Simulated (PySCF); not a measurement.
Z-matrix (Å, degrees):
```
O
H 1 0.9731
```
Charge 0, spin multiplicity 2.

### Question
What dipole moment, total energy and highest occupied spin orbital does PBE0-D3(BJ)/def2-TZVP in PySCF 2.14.0 give?

### Answer

```
Property                            Result
-----------------------------  -----------
dipole moment                    0.368 e·Å
total energy                   -2059.51 eV
highest occupied spin orbital     -9.09 eV
```
